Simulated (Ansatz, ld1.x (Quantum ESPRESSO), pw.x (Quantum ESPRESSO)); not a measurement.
**From atom to crystal: PAW potential for hydrogen**

```
Element                 : hydrogen
Generator               : ld1.x (Quantum ESPRESSO) 7.5
Type                    : PAW
Functional              : LDA (PW92)
Relativity              : scalar-relativistic
Frozen core             : none
Valence charge          : 1
Reference configuration : 1s1
Partial waves           : 1s (bound): rcut 1.45, rcutus 1.60 bohr; 1s channel at 0.5 Ry: rcut 1.45, rcutus 1.60 bohr; 2p channel at 0.25 Ry: rcut 1.30, rcutus 1.70 bohr; 2p channel at 1.85 Ry: rcut 1.30, rcutus 1.70 bohr
Local potential         : all-electron potential smoothed inside 1.55 bohr (lloc = -1)
Core correction         : none
Augmentation charge     : GAUSS, radius 1.05 bohr
```

Atomic tests: cutoffs needed: 12 Ry and 18 Ry (the cutoffs (Ry, on a coarse ladder) from which the occupation-weighted sum of valence levels, in a spherical-Bessel basis at the reference potential, stays within 10 and 1 mRy of its value at 400 Ry); ghost test: no extra level below or beside the all-electron valence levels (s, p, d, f tested) (spherical-Bessel basis up to 400 Ry, 20 bohr box); lowest eigenvalue of the overlap operator: 0.90 (s channel).

Crystal test: fcc H in pw.x 7.5, no spin, 18³ k-points, Fermi–Dirac smearing 0.01 Ry, cutoffs 40/320 Ry. The lattice is a test structure that the element need not adopt, and mesh and smearing are coarse.

pw.x input:

```
&control
  calculation='scf', prefix='x', pseudo_dir='./', outdir='./tmp', tstress=.true., disk_io='none'
/
&system
  ibrav=0, nat=1, ntyp=1, ecutwfc=40, ecutrho=320, nbnd=7,
  occupations='smearing', smearing='fd', degauss=0.01
/
&electrons
  conv_thr=1e-09, mixing_beta=0.4, electron_maxstep=70
/
ATOMIC_SPECIES
H 1.0 H.UPF
CELL_PARAMETERS angstrom
  0.00000000 1.13379931 1.13379931
  1.13379931 0.00000000 1.13379931
  1.13379931 1.13379931 0.00000000
ATOMIC_POSITIONS crystal
H 0.0000 0.0000 0.0000
K_POINTS automatic
18 18 18 0 0 0
```

```bash
pw.x < H.scf.in > H.scf.out
```

Task: How does the run end?

Result: It converges; the pressure is 0.73 GPa against -0.13 GPa from all-electron LAPW. The largest radius (1.70 bohr) exceeds half the bond length (1.52 bohr), so the spheres overlap, which is one possible source of error among others. The log shows:

```
Message from routine setup:
     using ibrav=0 with symmetry is DISCOURAGED, use correct ibrav instead
     lattice parameter (alat)  =       3.0301  a.u.
     unit-cell volume          =      19.6714 (a.u.)^3
     number of electrons       =         1.00
     number of Kohn-Sham states=            7
     kinetic-energy cutoff     =      40.0000  Ry
     charge density cutoff     =     320.0000  Ry
     scf convergence threshold =      1.0E-09
     Exchange-correlation= SLA  PW   NOGX NOGC
     number of k points=   195  Fermi-Dirac smearing, width (Ry)=  0.0100
     iteration #  1     ecut=    40.00 Ry     beta= 0.40
     total energy              =      -1.07195286 Ry
     estimated scf accuracy    <       0.00002876 Ry
     iteration #  2     ecut=    40.00 Ry     beta= 0.40
     total energy              =      -1.07188905 Ry
     estimated scf accuracy    <       0.00001078 Ry
     iteration #  3     ecut=    40.00 Ry     beta= 0.40
     the Fermi energy is     4.0416 ev
!    total energy              =      -1.07188942 Ry
     estimated scf accuracy    <          6.0E-10 Ry
     smearing contrib. (-TS)   =      -0.00044548 Ry
     convergence has been achieved in   3 iterations
          total   stress  (Ry/bohr**3)                   (kbar)     P=        7.34
     Message from routine punch:
     Nothing written, as per user request (disk_io='none')
```
